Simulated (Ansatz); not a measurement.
Input file:

```yaml
crystal:
  periodic: [false, false, false]
  atoms:
    - {symbol: Ge, position_ang: [0.000000, 0.000000, 0.431903]}
    - {symbol: N, position_ang: [0.000000, 0.000000, -1.883353]}
    - {symbol: H, position_ang: [0.000000, 0.830871, -2.477269]}
    - {symbol: H, position_ang: [0.000000, -0.830871, -2.477269]}
basis:
  gaussian: {orbitals: cc-pVTZ}
total_charge: 1
magnetization: {spin_polarized: true, initial_magnetization: 2}
correlation: {method: ccsdt_q, electrons: outside_noble_gas}
```

```sh
$ ansatz run in.yaml --threads 2 --pin off --events-out ev --progress --plain --max-ram 24576MiB --backend cuda --devices 0, --max-vram 18GiB
```

Task: Roughly how long does this take on 2 threads of AMD EPYC 7R13 with a shared H100 80 GB, shared host, and how much host memory?

Result: 27 s wall and 1 GiB.

```
1216 factors; integrals over basis functions are off by at most 1.6e-7 eV
mean field evaluation 1: about -57966.2214 eV, gradient 4.5e1 eV
mean field evaluation 2: about -57966.2240 eV, gradient 4.5e1 eV
mean field evaluation 4: about -57974.8404 eV, gradient 1.5e1 eV
mean field evaluation 8: about -57977.4449 eV, gradient 9.2e-1 eV
mean field evaluation 16: about -57977.4909 eV, gradient 1.1e-1 eV
mean field evaluation 32: about -57977.7150 eV, gradient 1.7e0 eV
mean field evaluation 64: about -57977.4915 eV, gradient 1.5e-5 eV
mean field evaluation 96: about -57980.2449 eV, gradient 1.3e0 eV
mean field evaluation 128: about -57972.8692 eV, gradient 5.7e0 eV
mean field evaluation 160: about -57977.0228 eV, gradient 2.2e-2 eV
...
cycle   8  -7.28138195 eV  change    7.9e-4 eV  update   6.9e-4
cycle   9  -7.28198819 eV  change   -6.1e-4 eV  update   3.6e-4
cycle  10  -7.28169987 eV  change    2.9e-4 eV  update   1.8e-4
cycle  11  -7.28181910 eV  change   -1.2e-4 eV  update   9.2e-5
cycle  12  -7.28187351 eV  change   -5.4e-5 eV  update   4.0e-5
cycle  13  -7.28188045 eV  change   -6.9e-6 eV  update   2.1e-5
cycle  14  -7.28189766 eV  change   -1.7e-5 eV  update   1.0e-5
cycle  15  -7.28190104 eV  change   -3.4e-6 eV  update   5.1e-6
cycle  16  -7.28190113 eV  change   -9.1e-8 eV  update   2.6e-6
cycle  17  -7.28190096 eV  change    1.7e-7 eV  update   1.2e-6
perturbative correction -0.00885278 eV, -0.0003253338 hartree
Total energy: -57987.55695417 eV, -2131.0034126880 hartree
```
